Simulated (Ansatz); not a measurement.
**Two structures, one formula**

Two relaxed structures of CH$_{3}$NNa (charge -1), singlet (PBE0-D4/def2-TZVPD; forces vanish, vibrations not checked).

A:

N1  (-0.101, -1.299, -0.679)
C2  (0.220, -0.418, 0.213)
Na3  (-0.495, 1.935, 0.459)
H4  (-0.756, -0.877, -1.347)
H5  (-1.106, 3.883, 0.636)
H6  (0.935, -0.904, 0.930)
(Å)

B:

N1  (-0.354, 0.045, -0.727)
C2  (0.268, 0.119, 0.411)
Na3  (-1.317, 1.926, 0.294)
H4  (-0.063, -0.737, -1.334)
H5  (1.036, -0.694, 0.555)
H6  (-2.586, 3.548, 0.444)
(Å)

Computed with Ansatz 0.2.0 (basis: def2-TZVPPD); correlated methods freeze the cores. The outer core shell of Li, Na, Mg and K is correlated. The def2 sets are not built for correlating such inner shells, so the correlated values are less sure here. B3LYP uses VWN-RPA correlation.

Question: Which structure is lower at CCSD(T), and by how much? (An estimate is asked for; the value comes from the calculation.)

Answer: The calculation gives: B, by 5.2 kJ/mol (electronic energy, against the other). By their contacts, A is CH₃NNa ([NH][CH][NaH]), total charge -1 and B is CH₃NNa ([CH]1[NH][NaH]1), total charge -1.

Question: Do the other methods give the same order? (Judge from chemistry; the calculation decides.)

Answer: Computed: Not all: PBE-D4 gives the other order.

```json
{"method": "PBE-D4", "E(B) − E(A) (kJ/mol)": "0.3"}
{"method": "r2SCAN-D4", "E(B) − E(A) (kJ/mol)": "-6.9"}
{"method": "PBE0-D4", "E(B) − E(A) (kJ/mol)": "-1.3"}
{"method": "B3LYP-D4", "E(B) − E(A) (kJ/mol)": "-0.7"}
{"method": "wB97M-V", "E(B) − E(A) (kJ/mol)": "-2.6"}
{"method": "HF", "E(B) − E(A) (kJ/mol)": "-4.6"}
{"method": "MP2", "E(B) − E(A) (kJ/mol)": "-4.6"}
{"method": "CCSD", "E(B) − E(A) (kJ/mol)": "-5.4"}
{"method": "CCSD(T)", "E(B) − E(A) (kJ/mol)": "-5.2"}
```

No T1 diagnostic of these runs exceeds 0.014.

Labels in which every atom is bracketed show which atoms are joined, not bond orders.

For scale, one of the runs: CCSD(T)/def2-TZVPPD, 160 basis functions, launched by `ansatz run in.yaml --threads 2 --pin off --events-out ev --progress --plain --max-ram 4352MiB`. Hardware: 2 CPU threads of an Arm Neoverse V2, shared host. Wall time 31 s; peak host memory 1.3 GiB.
